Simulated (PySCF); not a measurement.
Compound: C₃H₆ClN.
Atom-mapped SMILES: `[NH2:1][CH2:2]/[CH:3]=[CH:4]\[Cl:5]` (hydrogens: H6, H7 on N1; H8, H9 on C2; H10 on C3; H11 on C4)

The calculation used PBE0-D3(BJ)/def2-SVP geometry optimisation, gas phase (PySCF 2.14.0).

Q: List the bond lengths, angles and torsions at this level.

A: 
| bond | length (bohr) | order |
| --- | --- | --- |
| N1–C2 | 2.743 | single |
| C2–C3 | 2.823 | single |
| C3=C4 | 2.519 | double |
| C4–Cl5 | 3.273 | single |
| N1–H6, N1–H7 | 1.924 | single |
| C2–H8, C2–H9 | 2.092 | single |
| C3–H10 | 2.070 | single |
| C4–H11 | 2.063 | single |

Bonds in one row agree within 0.02 bohr and their mean is given. Orders are formal, as drawn. A selection of angles:
| angle | degrees |
| --- | --- |
| C2–N1–H6 | 110.3 |
| H6–N1–H7 | 106.4 |
| N1–C2–C3 | 110.3 |
| N1–C2–H8 | 107.8 |
| N1–C2–H9 | 115.4 |
| C3–C2–H8 | 107.8 |
| C3–C2–H9 | 109.1 |
| H8–C2–H9 | 106.1 |
| C2–C3–C4 | 127.4 |
| C2–C3–H10 | 115.6 |
| C4–C3–H10 | 116.9 |
| C3–C4–Cl5 | 124.2 |
| C3–C4–H11 | 122.9 |
| Cl5–C4–H11 | 112.9 |

Dihedral angles: N1–C2–C3–C4 -138° (anticlinal); C2–C3–C4–Cl5 0° (synperiplanar). The mirror-image conformer, all signs reversed, is as good.

Of the pairs four or more bonds apart, Cl5···H9 is among the closest relative to their van der Waals radii: 2.71 Å, 92 % of the sum of Bondi's values. The C–C distances run from 1.333 Å (C3=C4, drawn double) to 1.494 Å (C2–C3, drawn single), a spread of 0.161 Å. N1 (primary amine nitrogen) is pyramidal (angles 110.3°, 109.9° and 106.4°, sum 326.6°, 0.39 Å off the plane of its three neighbours).

Point group: C1 (no symmetry element, even within 0.4 Å). Not checked by PBE0-D3(BJ)/def2-SVP frequencies. The numbers are those of one conformer (H–N1–C2–C3 -175° and 68°, N1–C2–C3–C4 -138°).

Time: 38 s; peak memory 0.42 GiB. Hardware: one thread, Arm Neoverse V1 (aarch64), no GPU, shared host with 32 logical CPUs at a one-minute load of 27. That covers the optimisation of the geometry.
